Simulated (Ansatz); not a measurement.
Input file:

```yaml
crystal:
  periodic: [false, false, false]
  atoms:
    - {symbol: Si, position_ang: [0.000000, 0.000000, 0.000000]}
    - {symbol: P, position_ang: [0.000000, 0.000000, 2.756000]}
basis:
  gaussian: {orbitals: 6-31G}
total_charge: 1
magnetization: {spin_polarized: false}
correlation: {method: ccsdtq, electrons: outside_noble_gas}
```

```sh
$ ansatz run in.yaml --threads 1 --pin off --events-out ev --progress --plain --max-ram 2393MiB
```

Log:

```
492 factors; integrals over basis functions are off by at most 3.8e-8 eV
mean field evaluation 1: about -17118.4758 eV, gradient 1.6e1 eV
mean field evaluation 2: about -17118.4775 eV, gradient 1.6e1 eV
mean field evaluation 4: about -17120.3265 eV, gradient 1.3e0 eV
mean field evaluation 8: about -17120.4103 eV, gradient 1.9e-1 eV
mean field evaluation 16: about -17120.3616 eV, gradient 8.5e-1 eV
mean field evaluation 32: about -17100.4089 eV, gradient 8.7e0 eV
mean field evaluation 64: about -17117.9112 eV, gradient 1.6e-6 eV
mean field evaluation 96: about -17120.3825 eV, gradient 1.4e0 eV
mean field evaluation 128: about -17120.0842 eV, gradient 3.7e0 eV
mean field evaluation 160: about -17110.2040 eV, gradient 1.7e1 eV
...
mean field -17120.41101933 eV, -629.1635003289 hartree, gradient 8.9e-6 eV, S^2 0.000000; 7 other end points of the search recorded, 0 dependent functions left out; unrestricted orbitals would lower it
determinant -17120.41101933 eV, -629.1635003289 hartree, with singles and doubles -17123.56698296 eV, -629.2794798531 hartree
determinant -17117.91122105 eV, -629.0716344366 hartree, with singles and doubles -17121.75791596 eV, -629.2129978673 hartree
10 core orbitals not correlated: weight in the atoms' cores, before any rotation towards them, 1.000 or more for the frozen orbitals, at most 0.000 for the correlated occupied ones
reference -17120.41101933 eV, -629.1635003289 hartree; 4, 4 occupied and 12, 12 virtual orbitals, 492 factors
second order -2.17688120 eV of doubles, -0.00000000 eV of singles
...
cycle   5  -3.53195562 eV  change   -4.2e-7 eV  update   3.3e-7
cycle   6  -3.53195582 eV  change   -2.0e-7 eV  update   2.6e-7
cycle   7  -3.53195594 eV  change   -1.3e-7 eV  update   2.3e-7
cycle   8  -3.53195607 eV  change   -1.3e-7 eV  update   2.3e-7
cycle   9  -3.53195618 eV  change   -1.1e-7 eV  update   2.0e-7
cycle  10  -3.53195637 eV  change   -1.9e-7 eV  update   1.8e-7
cycle  11  -3.53195658 eV  change   -2.1e-7 eV  update   2.0e-7
cycle  12  -3.53195670 eV  change   -1.2e-7 eV  update   2.2e-7
cycle  13  -3.53195681 eV  change   -1.1e-7 eV  update   1.9e-7
cycle  14  -3.53195689 eV  change   -7.9e-8 eV  update   1.5e-7
WARN: these amplitudes may be one of several solutions (largest doubles amplitude 0.80, level shift 0.00 eV)
Total energy: -17123.94297622 eV, -629.2932973507 hartree
```

The T1 diagnostic is 0.103.

For the same geometry and basis full CI lies 8.4 meV lower. By full CI's occupations no single determinant describes the state well. The program flagged this run's energy as in doubt. The determinant fills πx and πy unequally, so it is a mixture of Σ and Δ. RHF is unstable: UHF (⟨S²⟩ = 1.97) lies 1.56 eV below the lowest RHF solution. Higher spins weren't run at this geometry and may lie near or lower.

Ran on 1 thread of AMD EPYC 9R45, shared host: 7 s wall, 0.15 GiB peak host memory.
